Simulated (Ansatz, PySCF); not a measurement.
HN2, SMILES N#[NH+], charge +1. Atoms are numbered in the order given.

```xyz
3

N      0.0000     0.0000    -0.6510
N      0.0000     0.0000     0.4349
H      0.0000     0.0000     1.4727
```
Charge +1, spin multiplicity 1.

Coordinates come from a B3LYP-D3(BJ)/def2-TZVPD optimisation. The isomer is the one that the SMILES or the coordinates give; other isomers of the formula were not compared.

Two levels are set side by side: PBE-D3(BJ)/def2-TZVPD (Ansatz, a first-principles code) and B3LYP-D3(BJ)/def2-TZVPD (Ansatz). Each level has its own optimised geometry; the coordinates shown are those of the second. Frequencies come from the Hessian of PySCF at each geometry. Differences are taken from unrounded values.

| quantity | B3LYP-D3(BJ) | PBE-D3(BJ) | PBE-D3(BJ) minus B3LYP-D3(BJ) |
|---|---|---|---|
| mean bond length (Å) | 1.062 | 1.072 | 0.010 |
| bond N1–N2 (Å) | 1.086 | 1.098 | 0.012 |
| bond N2–H3 (Å) | 1.038 | 1.045 | 0.008 |
| highest harmonic wavenumber (cm⁻¹) | 3368 | 3298 | -70 |
| mean harmonic wavenumber (cm⁻¹) | 1798 | 1744 | -54 |
| zero-point energy (kcal/mol) | 10.28 | 9.97 | -0.31 |

GGA bonds tend to be longer and softer than those of functionals with exact exchange. Differences between two approximate levels are no errors against the true value.
